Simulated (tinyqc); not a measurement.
Harmonic frequencies on the RHF/sto-3g surface (energies and gradients from PySCF), for HF, spin multiplicity 1, step by step. One step of it, computed by the program tinyqc.

Task: Normal modes. Diagonalise H_ij / sqrt(m_i m_j); the 5 smallest eigenvalues belong to translations and rotations; wavenumber = sqrt(eigenvalue / 1822.888) x 219474.63; each mode has its largest component positive (the first on a tie); zero-point energy = sum of wavenumbers / 2, with 349.755 1/cm per kcal/mol. A mass of 2.014 u marks deuterium.

Hessian (symmetrised) (hartree/bohr^2), lower triangle:
```
             1Fx          1Fy          1Fz         2Hx         2Hy         2Hz
1Fx   0.00000234
1Fy   0.00000000   0.00000234
1Fz   0.00000000   0.00000000   0.72530266
2Hx  -0.00000234   0.00000000   0.00000000  0.00000234
2Hy   0.00000000  -0.00000234   0.00000000  0.00000000  0.00000234
2Hz   0.00000000   0.00000000  -0.72530266  0.00000000  0.00000000  0.72530266
```

masses (u): 1F 18.998403, 2H 2.014102

Give: eigenvalues of the mass-weighted Hessian; harmonic wavenumbers of the vibrations; mass-weighted modes; zero-point energy.

Result:

eigenvalues of the mass-weighted Hessian (hartree/(bohr^2 u)): 0.0000  0.0000  0.0000  0.0000  0.0000  0.3983

harmonic wavenumbers of the vibrations (1/cm): 3244.2

mass-weighted modes:
```
      mode 1
1Fx   0.0000
1Fy   0.0000
1Fz  -0.3096
2Hx   0.0000
2Hy   0.0000
2Hz   0.9509
```

zero-point energy = 4.6378 kcal/mol
